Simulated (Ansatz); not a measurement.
# BNH (doublet): RPA-PBE over a scan of the angle N2–B1–H3, 6-31G

Aim: run BNH (doublet) with these functionals over a scan of the angle N2–B1–H3, and hold them against the top wave-function level at the same points.

Program: Ansatz 0.2.0, Gaussian basis. Level of theory: 6-31G, all electrons in the functionals, frozen cores in the correlation of double hybrids and RPA. These are calculated values, not measurements.

Plan: RPA-PBE, at 72.5°; 88.4°; 107.8°; 124.9°; 142.9°; 157.2°; 180.0°.

12 further runs of the same task are left out: 1 for a mislabelled method, 9 that didn't finish, 2 set aside as unsound or not needed.

## 1. The system

The geometry derives from a PBE0/def2-TZVP stationary point (not a proven minimum). One angle is set to the value named; bond lengths are kept.

3 atoms, charge 0, spin multiplicity 2.

Atoms are counted from 1 here; the program's logs count them from 0.

Bond lengths: B1–N2 1.306 Å, B1–H3 1.174 Å. Angles: N2–B1–H3 180.0°.

No dispersion term is added.

The geometry shown and the zero of energy belong to the point 180.0°. The yardstick, FCI, and other wave-function levels (R restricted, U unrestricted, valence and pair active spaces) come from earlier runs.

## 2. RPA-PBE, 72.5°

Input file in.yaml:

```yaml
crystal:
  periodic: [false, false, false]
  atoms:
    - {symbol: B, position_ang: [-0.608019, 0.000000, 0.391635]}
    - {symbol: N, position_ang: [0.444926, 0.000000, -0.380415]}
    - {symbol: H, position_ang: [0.338660, 0.000000, 1.085769]}
basis:
  gaussian: {orbitals: 6-31G}
magnetization: {spin_polarized: true, initial_magnetization: 1}
hamiltonian: {xc: {name: PBE}}
correlation: {method: rpa, electrons: outside_noble_gas}
```

Launch:

```
ansatz run in.yaml --threads 1 --pin off --events-out ev --progress --plain --max-ram 2393MiB
```

After this run come: RPA-PBE, 88.4°; RPA-PBE, 107.8°; RPA-PBE, 124.9°; RPA-PBE, 142.9°; RPA-PBE, 157.2°; RPA-PBE, 180.0°.

Before running them: what should the planned runs give, taken together? Wanted: span of the FCI curve; largest miss, RPA-PBE.

The runs gave:

| quantity | value |
| --- | --- |
| span of the FCI curve | 143.9 kJ/mol |
| largest miss, RPA-PBE | +10.5 kJ/mol (72.5°) |

**Reading.** RPA-PBE strays by up to 10.5 kJ/mol, at 72.5°. Functionals and the yardstick converge differently with the basis, so part of each miss in 6-31G is the basis.
